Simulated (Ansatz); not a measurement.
Density of states of BaGa$_{2}$H$_{2}$ (P-3m1, a = 4.514 Å, b = 4.514 Å, c = 4.957 Å, α = 90.00°, β = 90.00°, γ = 120.00°), in states per eV and primitive cell, averaged over bins of 0.5 eV. Method: DFT r2SCAN, scalar-relativistic, plane waves, PAW (Ansatz 0.2.0).

Plane waves to 500 eV, a k mesh through Γ of 9×9×8 on the computed 5-atom cell and Gaussian smearing (0.10 eV); no spin polarisation.

The cell is relaxed at this level. The states (both spins) are summed by tetrahedra on a 14×14×12 mesh at the self-consistent density. Energies are bin centres; the table starts no lower than −8 eV and ends at 6 eV, or lower where the solved bands end.

It is a metal at this level.

| E − E_F (eV) | total | Ga 4p | H 1s | Ga 4s | Ba 5p |
| --- | --- | --- | --- | --- | --- |
| -7.80 | 1.14 | 0.22 | 0.22 | 0.59 | 0.07 |
| -7.30 | 0.43 | 0.10 | 0.12 | 0.18 | 0.02 |
| -6.80 | 1.48 | 0.35 | 0.49 | 0.50 | 0.06 |
| -6.30 | 1.71 | 0.40 | 0.69 | 0.44 | 0.09 |
| -5.80 | 0.41 | 0.09 | 0.20 | 0.09 | 0.01 |
| -5.30 | 0.07 | 0.01 | 0.04 | 0.01 | 0.00 |
| -4.80 | 0.00 | 0.00 | 0.00 | 0.00 | 0.00 |
| -4.30 | 0.15 | 0.07 | 0.05 | 0.02 | 0.00 |
| -3.80 | 1.70 | 0.79 | 0.58 | 0.19 | 0.06 |
| -3.30 | 3.75 | 1.74 | 1.31 | 0.42 | 0.09 |
| -2.80 | 1.24 | 0.64 | 0.37 | 0.16 | 0.01 |
| -2.30 | 1.06 | 0.73 | 0.14 | 0.12 | 0.02 |
| -1.80 | 1.56 | 1.33 | 0.04 | 0.08 | 0.03 |
| -1.30 | 1.40 | 1.25 | 0.02 | 0.06 | 0.02 |
| -0.80 | 0.88 | 0.79 | 0.01 | 0.02 | 0.01 |
| -0.30 | 0.24 | 0.22 | 0.00 | 0.00 | 0.00 |
| 0.20 | 0.24 | 0.14 | 0.03 | 0.01 | 0.00 |
| 0.70 | 0.67 | 0.34 | 0.09 | 0.04 | 0.00 |
| 1.20 | 1.17 | 0.59 | 0.14 | 0.12 | 0.01 |
| 1.70 | 1.50 | 0.65 | 0.11 | 0.23 | 0.01 |

The columns after the total are the main Löwdin projections on the occupied valence shells of the potentials; 3 others are left out. The rest of the total lies in those, in shells that are empty in the free atom, which aren't projected, and between the atoms.

Spin-orbit coupling is left out, which matters for the bands of heavy elements.